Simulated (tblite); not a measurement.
Input of a run (GFN2-xTB geometry optimisation, gas phase (tblite 0.8.0)), started from a force field or distance geometry:
```
{"job": {"kind": "relax", "xc": "GFN2-xTB", "basis": "xTB"}, "charge": 0, "multiplicity": 1}
O     -1.465500     1.640300     0.021000
C     -0.677500     0.683200     0.000300
C     -0.702100    -0.704400     0.034200
C      0.662000    -0.748900    -0.020700
C      0.701000     0.620500    -0.025600
O      1.625800     1.490000    -0.077600
H     -1.547600    -1.410100     0.063900
H      1.413000    -1.561200    -0.020100
```

Output (eV, eV/Å):
```
step      E/eV     max force
  0    -478.05394   11.364
  1    -477.23393   19.362
  2    -479.06898    2.397
  3    -479.12803    1.540
  4    -479.16832    0.592
  5    -479.18540    0.691
  6    -479.21090    0.979
  7    -479.22429    0.519
  8    -479.23128    0.229
  9    -479.23374    0.132
 10    -479.23416    0.071
 11    -479.23431    0.026
 12    -479.23435    0.024
 13    -479.23442    0.037
 14    -479.23447    0.032
 15    -479.23451    0.017
 16    -479.23452    0.011
 17    -479.23453    0.006
```

Question: Summarise the run.

Answer: The energy falls by 27.2 kcal/mol over 17 L-BFGS steps, the largest force on an atom goes from 11.36 to 0.006 eV/Å, and the atoms move by 0.094 Å rms after alignment. The bond that changes most is C2–C5 (both ends ring carbonyl carbon), which lengthens by 0.174 Å. Bonds longer at the end by more than 0.005 Å: 3 of 8; shorter: 5. Among the angles that change most is O1–C2–C5, from 132.1° to 137.6°. The energy rose by more than 1e-5 eV at step 1.

Question: What are the final bond lengths?

Answer: O1=C2 1.191 Å, C2–C3 1.494 Å, C3–C4 1.350 Å, C4–C5 1.494 Å, C5=O6 1.191 Å, C2–C5 1.554 Å, C3–H7 1.075 Å, C4–H8 1.075 Å. Numbering counts from 1 in the input's order; the species is `O=c1ccc1=O`.

Its GFN2-xTB frequencies are all real (lowest 102 cm⁻¹).

The numbers are calculated, not measured.
